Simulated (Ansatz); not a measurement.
Basis-set extrapolation for C₂H₆FNS (`CSC(N)F`) (PBE0-D4/def2-TZVP geometry, frozen core, Ansatz). Multiplicity 1, RHF reference.

```tsv
	def2-TZVPP	def2-QZVPP
HF	-630.752807	-630.774830
MP2 correlation	-0.986107	-1.064423
CCSD(T) correlation	-1.066811	not run
```

Energies in hartree. Use E(X) = E(∞) + A·exp(−7.88·√X) for Hartree–Fock and E(X) = E(∞) + B·X^(−2.97) for correlation, with X = 3 and 4, and add CCSD(T) minus MP2 of the smaller set to the MP2 limit.

Q: What is the CCSD(T) energy at the basis-set limit?

A: HF limit: -630.774830 + (-0.022023) × 0.13774 = -630.77786. MP2 limit: -1.064423 + (-0.078316) × 0.74074 = -1.12243. Higher-order term: -1.066811 − (-0.986107) = -0.08070. Total: -631.98099 hartree, 423.7 kJ/mol below CCSD(T)/def2-TZVPP.
